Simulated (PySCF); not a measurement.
Molecule: `[BH3-]C#[O+]`, CH₃BO.

Atoms are numbered as in `[BH3-:1][C:2]#[O+:3]`; H(Xn) means a hydrogen on atom n.

Spin–spin couplings on one PBE0-D3(BJ)/def2-SVP geometry, PySCF 2.14.0 with density-fitted response routines, gas phase, non-relativistic, equivalent pairs averaged; isotopes 11B, 1H, 13C, 17O; basis pcJ-1.

How do the couplings (Hz) change with the functional? Times are CPU seconds on shared hosts with different chips, so compare them loosely.

Answers


```tsv
functional	functions	1J(B1,H(B1))	1J(B1,C2)	1J(C2,O3)	2J(H(B1),H(B1))	2J(C2,H(B1))	2J(B1,O3)	3J(O3,H(B1))	core-s
HF	111	131.5	53.5	-24.8	-44.6	-23.3	5.8	-12.8	1.3
LDA	111	85.7	33.9	21.6	-16.1	-5.3	2.9	-0.7	2.2
PBE	111	106.6	43.7	20.2	-22.2	-7.2	3.0	-2.2	3.4
KT2	111	112.0	27.5	26.9	-29.8	-8.1	4.2	-1.9	3.5
B3LYP	111	115.8	45.1	12.9	-25.0	-6.5	3.0	-3.9	3.4
PBE0	111	108.7	43.3	13.6	-25.8	-9.4	3.0	-3.7	3
B97-2	111	110.5	51.4	13.8	-21.8	-6.7	2.7	-3.4	2.9
BHandHLYP	111	123.0	47.4	2.1	-29.6	-9.1	3.4	-6.6	3.2
CAM-B3LYP	111	113.0	41.7	11.6	-26.0	-7.4	2.7	-3.8	3.6
```
